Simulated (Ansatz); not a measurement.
C4H5ClO can be A, `C=C1OC1(C)Cl`, or B, `ClC1=CCOC1`.

Isolated molecules relaxed with PBE0-D4/def2-TZVP in Ansatz; ΔE leaves out vibrations. CCSD(T)/CBS adds triple-zeta CCSD(T) − MP2 to the extrapolated MP2 energy (def2 sets, frozen cores). Functionals use def2-TZVPP. B3LYP here is the variant with VWN-RPA as its local correlation; programs differ in this.

**Question.** Which is lower in electronic energy at CCSD(T)/CBS, and by how much? (An estimate is asked.)

**Answer.** Ansatz gave: B, by 85.7 kJ/mol.

**Question.** Give E(B) − E(A) in kJ/mol with B3LYP-D4, MP2/def2-TZVPP, B2PLYP, B3LYP, HF/def2-TZVPP, r2SCAN-D4, CCSD/def2-TZVPP. (Estimate.)

**Answer.** Computed: B3LYP-D4 -77.4, MP2/def2-TZVPP -81.0, B2PLYP -78.1, B3LYP -75.4, HF/def2-TZVPP -104.3, r2SCAN-D4 -69.3, CCSD/def2-TZVPP -89.5. None reverses the order clearly.

Largest T1 diagnostic: 0.013.

In def2-TZVPP, CCSD(T) changes the Hartree–Fock value by +20.0 kJ/mol (the triples alone add +5.2 kJ/mol) and MP2 by +23.3 kJ/mol. From PBE to PBE0 (25 % exact exchange), in def2-TZVPP and without D4, E(B) − E(A) moves by −16.7 kJ/mol.
